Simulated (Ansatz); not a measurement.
Mulliken charges of C2F3N, SMILES `[C-]#[N+]C(F)(F)F` from r2SCAN/def2-TZVPP in Ansatz (PBE0-D4/def2-TZVP geometry).

```json
{"atom": "C1", "x (Å)": "0.848", "y (Å)": "-1.738", "z (Å)": "0.906", "charge (e)": "-0.124"}
{"atom": "N2", "x (Å)": "0.384", "y (Å)": "-0.787", "z (Å)": "0.410", "charge (e)": "-0.037"}
{"atom": "C3", "x (Å)": "-0.173", "y (Å)": "0.354", "z (Å)": "-0.184", "charge (e)": "0.579"}
{"atom": "F4", "x (Å)": "-1.291", "y (Å)": "0.037", "z (Å)": "-0.816", "charge (e)": "-0.139"}
{"atom": "F5", "x (Å)": "0.678", "y (Å)": "0.873", "z (Å)": "-1.055", "charge (e)": "-0.139"}
{"atom": "F6", "x (Å)": "-0.446", "y (Å)": "1.261", "z (Å)": "0.740", "charge (e)": "-0.139"}
```

Problem. By hand: the dipole of these point charges (1 e Å = 4.8032 D).

Solution. Σ q r = (-0.072, 0.148, -0.077) e Å, of length 0.182 e Å = 0.87 D.

Problem. How does the dipole of the full density compare? (An estimate is asked.)

Solution. Computed: (-0.102, 0.209, -0.109) e Å, 1.23 D; the point charges give 0.71 times that, at 0° from its direction.

Point charges leave out the atoms' own dipoles, such as those of lone pairs, and Mulliken's split depends on the basis, so the two needn't agree.
